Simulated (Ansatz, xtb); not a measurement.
## H3PSi: 3 structures ranked

3 gas-phase structures of H3PSi, found in a search over its isomers (lower ones may exist). Each was relaxed with GFN2-xTB:

A. `[SiH]P`, a triplet
B. `[SiH]P`, a singlet
C. a singlet given by its coordinates

C (Å):

```xyz
5

P    -0.5215   -0.4129   -1.5237
Si   -0.3314   -0.0900    0.5302
H    -1.3794   -0.5221    1.4467
H     0.7122    0.5308    1.3436
H     0.6994    0.1719   -1.8532
```

Close contacts (Å): P1–Si2 2.09, P1–H5 1.39, Si2–H3 1.46, Si2–H4 1.46.

**Question.** Make a reasoned guess at their ranking by r2SCAN-D4/def2-SVP single-point energy.

**Answer.** Calculated order at r2SCAN-D4/def2-SVP: C (0.000), B (0.870), A (1.308) eV.

Energies above the lowest of each column, in eV; the last columns are at B3LYP-D3(BJ)/def2-SVP geometries (a dash: not run or not comparable):

```
structure  GFN2-xTB  HF/STO-3G  r2SCAN-D4/def2-SVP  B3LYP-D3(BJ)/def2-SVP  CCSD(T)/def2-TZVPP
        C     0.000      0.381               0.000                  0.000               0.000
        B     0.454      0.000               0.870                  0.539               0.603
        A         –      0.539               1.308                  1.510               1.595
```

CCSD(T)/def2-TZVPP puts C lowest; HF/STO-3G picks B. Flexible structures stand in one conformer each, not always the lowest. GFN2-xTB has no spin polarisation and isn't compared across spin states. Open shells are spin-unrestricted. Large T1 diagnostics make some coupled-cluster values less sure.

Programs: Ansatz 0.2.0, xtb 6.7.1.
